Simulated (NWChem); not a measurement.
Everything below was run with NWChem. System: CH₃O, charge 0, spin multiplicity 2, at a geometry optimised with UB3LYP/def2-SVP. The structure started from a generated list of species. Its SCF solution wasn't tested for a lower state. Level: UMP2/cc-pVDZ, 2 core orbitals frozen.

The NWChem input:

```
start mol
memory heap 200 mb stack 900 mb global 1100 mb
geometry units angstroms nocenter noautoz noautosym
  C     -0.628909     0.238462     0.123433
  O      0.589422    -0.330291    -0.083119
  H     -1.466230    -0.442937    -0.041233
  H     -0.752853     1.313671    -0.050543
  H      1.277157     0.340820     0.016127
end
basis spherical
  * library cc-pvdz
end
scf
  uhf
  nopen 1
  maxiter 100
  thresh 1e-7
  semidirect memsize 60000000 filesize 0
  # guess.movecs holds the orbitals of an unrestricted PBE0 run
  vectors input guess.movecs output mol.movecs
end
mp2
  freeze core 2
end
task mp2 energy
```

Output (cleaned and shortened):

```
             Northwest Computational Chemistry Package (NWChem) 7.3.0
             --------------------------------------------------------

                                NWChem Input Module
                                -------------------

 Scaling coordinates for geometry "geometry" by  1.889725989
 (inverse scale =  0.529177249)

                             Geometry "geometry" -> ""
                             -------------------------

 Output coordinates in angstroms (scale by  1.889725989 to convert to a.u.)

  No.       Tag          Charge          X              Y              Z
 ---- ---------------- ---------- -------------- -------------- --------------
    1 C                    6.0000    -0.62890900     0.23846200     0.12343300
    2 O                    8.0000     0.58942200    -0.33029100    -0.08311900
    3 H                    1.0000    -1.46623000    -0.44293700    -0.04123300
    4 H                    1.0000    -0.75285300     1.31367100    -0.05054300
    5 H                    1.0000     1.27715700     0.34082000     0.01612700

 Effective nuclear repulsion energy (a.u.)      35.2691828554

            Nuclear Dipole moment (a.u.)
            ----------------------------
        X                 Y               Z
 ---------------- ---------------- ----------------
    -0.0000075589    -0.0000037795    -0.0000056692


 Summary of "ao basis" -> "" (spherical)
 ------------------------------------------------------------------------------
       Tag                 Description            Shells   Functions and Types
 ---------------- ------------------------------  ------  ---------------------
 *                          cc-pvdz                   on all atoms

 Summary of "ao basis" -> "ao basis" (spherical)
 ------------------------------------------------------------------------------
       Tag                 Description            Shells   Functions and Types
 ---------------- ------------------------------  ------  ---------------------
 C                          cc-pvdz                  6       14   3s2p1d
 O                          cc-pvdz                  6       14   3s2p1d
 H                          cc-pvdz                  3        5   2s1p

                                 NWChem SCF Module
                                 -----------------

  ao basis        = "ao basis"
  functions       =    43
  atoms           =     5
  alpha electrons =     9
  beta  electrons =     8
  charge          =   0.00
  wavefunction    = UHF
  use symmetry    = F
  symmetry adapt  = F

 Summary of "ao basis" -> "ao basis" (spherical)
 ------------------------------------------------------------------------------
       Tag                 Description            Shells   Functions and Types
 ---------------- ------------------------------  ------  ---------------------
 C                          cc-pvdz                  6       14   3s2p1d
 O                          cc-pvdz                  6       14   3s2p1d
 H                          cc-pvdz                  3        5   2s1p

 Forming initial guess at       0.0s

 Starting SCF solution at       0.0s

 ----------------------------------------------
         Quadratically convergent UHF

 Convergence threshold     :          1.000E-07
 Maximum no. of iterations :          100
 Integral*density screening:          1.000E-09
 ----------------------------------------------

              iter       energy          gnorm     gmax       time
             ----- ------------------- --------- --------- --------
[...]
 -----------   ------   -------------------------------------------------------
    1 C    6     3.51   1.00  0.35  0.28  1.24  0.60  0.05
    2 O    8     4.19   1.00  0.42  0.43  1.47  0.86  0.01
    3 H    1     0.44   0.35  0.07  0.02
    4 H    1     0.45   0.36  0.07  0.02
    5 H    1     0.41   0.34  0.03  0.04

   Mulliken analysis of the beta density
   -------------------------------------

    Atom       Charge   Shell Charges
 -----------   ------   -------------------------------------------------------
    1 C    6     2.45   1.00  0.30  0.19  0.66  0.24  0.05
    2 O    8     4.12   1.00  0.41  0.44  1.37  0.89  0.01
    3 H    1     0.51   0.40  0.10  0.01
    4 H    1     0.51   0.39  0.10  0.01
    5 H    1     0.42   0.34  0.03  0.04

   Mulliken analysis of the spin density
   -------------------------------------

    Atom       Charge   Shell Charges
 -----------   ------   -------------------------------------------------------
    1 C    6     1.06   0.00  0.05  0.08  0.57  0.36 -0.01
    2 O    8     0.07   0.00  0.01 -0.00  0.10 -0.03  0.00
    3 H    1    -0.07  -0.04 -0.03  0.01
    4 H    1    -0.06  -0.04 -0.03  0.01
    5 H    1    -0.01  -0.01 -0.00  0.00

       Multipole analysis of the density wrt the origin
       ------------------------------------------------

     L   x y z        total         alpha         beta         nuclear
     -   - - -        -----         -----         ----         -------
     0   0 0 0     -0.000000     -9.000000     -8.000000     17.000000

     1   1 0 0      0.095887      0.554936     -0.459042     -0.000008
     1   0 1 0      0.623089      0.117742      0.505351     -0.000004
     1   0 0 1     -0.016084     -0.273377      0.257298     -0.000006

     2   2 0 0     -7.442978    -21.712004    -19.656990     33.926017
     2   1 1 0      1.382628      5.274020      4.541835     -8.433228
     2   1 0 1      0.351689      1.832590      1.156690     -2.637591
     2   0 2 0     -9.087543    -10.671134    -10.029528     11.613119
     2   0 1 1     -0.108558     -0.815369     -0.555901      1.262712
     2   0 0 2    -10.332672     -6.564834     -4.307779      0.539942

                   NWChem MP2 Semi-direct Energy/Gradient Module
                   ---------------------------------------------

  Basis functions       =     43
  Molecular orbitals    =     43
  Frozen core           =      2
  Frozen virtuals       =      0
  Active alpha occupied =      7
  Active beta occupied  =      6
  Active alpha virtual  =     34
  Active beta virtual   =     35
  Use MO symmetry       = F
  Use skeleton AO sym   = F

  AO/Fock/Back tols     =   1.0D-09  1.0D-09  1.0D-09

 GA uses MA = F    GA memory limited = T

 Available:
  local mem=  1.26D+08
 global mem=  1.44D+08
 local disk=  0.00D+00
  mp2_memr nvloc                    34
  nvloc new                    34
   1 passes of   7:        2097152                       9840                    768726.
   1 passes of   7: M    126154416           G      144175502           F     124057264.

 Semi-direct pass number   1 of   1  for UHF alpha       at        0.2s
  vrange nnbf                   946
  mp2_eaftype                    10  avail_ma_in_mb                  1099
 EAF : mp2_eaftype filesize          10     384363.
  mp2_eaf for mointskh                     10
Node 0 wrote      1.8 Mb in      0.0 s     Agg I/O rate:  2114.8 Mb/s
 Done moints_semi at        0.4s
  mp2_eaftype                    10  avail_ma_in_mb                  1089
 EAF : mp2_eaftype filesize          10     384363.
  mp2_eaf for kh                    10
 Done maket at        0.4s
 Done multipass loop at        0.4s

 GA uses MA = F    GA memory limited = T

 Available:
  local mem=  1.26D+08
 global mem=  1.44D+08
 local disk=  0.00D+00
  mp2_memr nvloc                    35
  nvloc new                    35
   1 passes of   6:        2097152                       9126                    678667.
   1 passes of   6: M    126154416           G      144175502           F     124057264.

 Semi-direct pass number   1 of   1  for UHF beta        at        0.5s
  vrange nnbf                   946
  mp2_eaftype                    10  avail_ma_in_mb                  1099
 EAF : mp2_eaftype filesize          10     339334.
  mp2_eaf for mointskh                     10
Node 0 wrote      1.6 Mb in      0.0 s     Agg I/O rate:  2105.9 Mb/s
 Done moints_semi at        0.6s
  mp2_eaftype                    10  avail_ma_in_mb                  1089
 EAF : mp2_eaftype filesize          10     339334.
  mp2_eaf for kh                    10
 Done maket at        0.7s
 Done multipass loop at        0.7s

          -------------------------------------------
          SCF energy                -114.423663656207
          Correlation energy          -0.309679435214
          Singlet pairs                0.000000000000
          Triplet pairs                0.000000000000
          Total MP2 energy          -114.733343091421
          -------------------------------------------

          ---------------------------------------------------
                    Spin Component Scaled (SCS) MP2
          Same spin pairs                     -0.076808950973
          Same spin scaling factor             0.333333333333
          Opposite spin pairs                 -0.232870484241
          Opposite spin scaling fact.          1.200000000000
          SCS-MP2 correlation energy          -0.305047564747
          Total SCS-MP2 energy              -114.728711220954
          ---------------------------------------------------

 -----------------------
 Performance information
 -----------------------

 Timer overhead =  9.60D-08 seconds/call

               Nr. of calls         CPU time (s)                 Wall time (s)                GFlops
             ---------------    -------------------     ------------------------------   -------------------
Name         Min   Avg   Max    Min     Avg     Max     Min     Avg     Max   Mx/calls   Min     Max     Sum
mp2: moin     2     2     2   0.38    0.38    0.38     0.38    0.38    0.38    0.19      0.0     0.0     0.0
mp2: make     2     2     2   1.94E-2 1.94E-2 1.94E-2  1.94E-2 1.94E-2 1.94E-2 9.71E-3   0.0     0.0     0.0
mp2: tota     1     1     1   0.42    0.42    0.42     0.42    0.42    0.42    0.42      0.0     0.0     0.0

 The average no. of pstat calls per process was 5.00D+00
 with a timing overhead of 4.80D-07s

 Task  times  cpu:        0.6s     wall:        0.6s

 Total times  cpu:        0.7s     wall:        0.7s
```
